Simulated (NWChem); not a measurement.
Species: SiH$_{2}$, triplet; SMILES [SiH2]

```xyz
3

Si     0.0000     0.0000     0.0947
H      1.2873     0.0000    -0.6629
H     -1.2873     0.0000    -0.6629
```
Atoms are numbered in this order, from 1.

In the optimisation the excess spin sits in a1 and b2 (C2v, its own frame). Coordinates come from a PBE0/def2-SVP, spin-unrestricted optimisation. No stability test was run on the SCF state.

Symmetry labels are those of C2v in the frame above (b1 and b2, or b-type labels, depend on it).

Task: List the 4 lowest vertical excitations from CAM-B3LYP/def2-SVP, spin-unrestricted, TDA (NWChem).

Result: 
```
state    energy (eV)  oscillator strength  symmetry of the excitation  <S²>
-------  -----------  -------------------  --------------------------  ----
state 1         4.78                0.007                          a2  2.03
state 2         4.87                0.023                          a1  2.00
state 3         5.20                0.000                          b1  2.00
state 4         6.22                0.000                          b1  2.01
```
